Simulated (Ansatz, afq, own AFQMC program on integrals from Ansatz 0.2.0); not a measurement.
**Where AFQMC and coupled cluster stand for CH5, doublet**

```yaml
atoms:
  - { symbol: C, position_ang: [-0.1415, 0.0000, 0.0000] }
  - { symbol: H, position_ang: [-0.5047, 1.0273, 0.0000] }
  - { symbol: H, position_ang: [-0.5047, -0.5137, 0.8897] }
  - { symbol: H, position_ang: [-0.5047, -0.5137, -0.8897] }
  - { symbol: H, position_ang: [1.2275, 0.0000, 0.0000] }
  - { symbol: H, position_ang: [1.9725, 0.0000, 0.0000] }
```

Basis cc-pVTZ. Only valence electrons are correlated. Integrals, coupled cluster, full CI and functionals: Ansatz 0.2.0; the random walks run on the same integrals in our own AFQMC program. The CISD trial takes its coefficients from CCSD amplitudes. Released means that phaseless walkers are propagated on without the constraint, phases kept. ± is one standard error of the sampling.

Determinant: UHF, the one that the program's search chose, which needn't be the lowest solution. The geometry is a point of a scan.

No full CI on the walks' own integrals is used here; CCSDT(Q) serves as the reference and is uncertain by about the last step of the cluster series.

The T1 diagnostic is 0.0132 and the weight of the determinant in the CISD state is 0.915. The ⟨S²⟩ of the determinant is 0.775 and the size of the correlated space is 9 electrons in 99 orbitals.

```tsv
level	correlation energy (eV)
MP2	-5.5748
CCSD	-6.2961
CCSD(T)	-6.4754
```

Estimate where phaseless AFQMC with a CISD trial lies against CCSD(T) on the same integrals.

0.41 ± 0.07 kcal/mol below CCSD(T).

Reference: CCSDT(Q), correlation energy -6.496 eV. The released energy is read at 1.62 1/Eh, later times being too noisy (meV from the phaseless value at times in 1/Eh: -4 ± 4 at 0.24, -6 ± 4 at 0.51, -3 ± 3 at 0.99, -7 ± 4 at 1.62, -2 ± 8 at 2.40).

```
         level  E − E(reference) (kcal/mol)  share of correlation (%)
       CCSD(T)                         0.49                     99.68
         CCSDT                         0.11                     99.93
 ph-AFQMC/CISD                  0.08 ± 0.07                     99.95
released AFQMC                 -0.07 ± 0.10                    100.05
```

A walk keeps the symmetry of its determinant, which the program's search chose and which needn't be the lowest solution, so a lower state of the same spin and another symmetry isn't excluded. Released energies are given only where the last usable release times agree within the noise; a slower fall can still hide under it.
